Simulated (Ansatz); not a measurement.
**Which is lower?**

Two relaxed structures of BSiH3Cl, doublet (PBE0-D4/def2-TZVP; forces vanish, vibrations not checked).

A:

```xyz
6
angstrom
B 0.2383 -0.2914 -1.0420
Si -0.1527 0.0775 0.7855
Cl -0.6284 1.9257 1.5021
H 0.2182 0.5757 -1.8591
H 0.5002 -1.4246 -1.3152
H -0.1757 -0.8629 1.9289
```

B:

```
6
angstrom
B -0.1780 0.1266 0.8764
Si 0.2231 -0.2738 -0.9746
Cl -0.5723 1.7631 1.3593
H 0.2221 0.7375 -2.0567
H 0.5638 -1.6352 -1.4492
H -0.1664 -0.7176 1.7186
```

Computed with Ansatz 0.2.0 (basis: def2-TZVPP); correlated methods freeze the cores; orbitals are unrestricted. B3LYP uses VWN-RPA correlation.

(1) Which structure is lower at CCSD(T), and by how much? (An estimate is asked for; the value comes from the calculation.)

No T1 diagnostic of these runs exceeds 0.016. ⟨S²⟩ of the unrestricted Hartree–Fock references: 0.76 to 0.77 (a pure state has 0.75).

## Answers

(1) By the calculation: A, by 7.6 kJ/mol (electronic energy, against the other). By their contacts, A is BSiH₃Cl ([BH2][SiH][Cl]) and B is BSiH₃Cl ([SiH2][BH][Cl]).

All methods give the same order:

| method | E(B) − E(A) (kJ/mol) |
| --- | --- |
| PBE-D4 | 10.4 |
| r2SCAN-D4 | 12.1 |
| PBE0-D4 | 11.0 |
| B3LYP-D4 | 12.4 |
| wB97M-V | 14.1 |
| HF | 11.3 |
| MP2 | 8.1 |
| CCSD | 8.4 |
| CCSD(T) | 7.6 |

Labels in which every atom is bracketed show which atoms are joined, not bond orders.

For scale, one of the runs: CCSD(T)/def2-TZVPP, 157 basis functions, launched by `ansatz run in.yaml --threads 2 --pin off --events-out ev --progress --plain --max-ram 4352MiB`. Time: 32 s of wall clock on 2 CPU threads of an Intel Xeon Platinum 8488C; the host was shared. Peak host memory: 2.4 GiB.
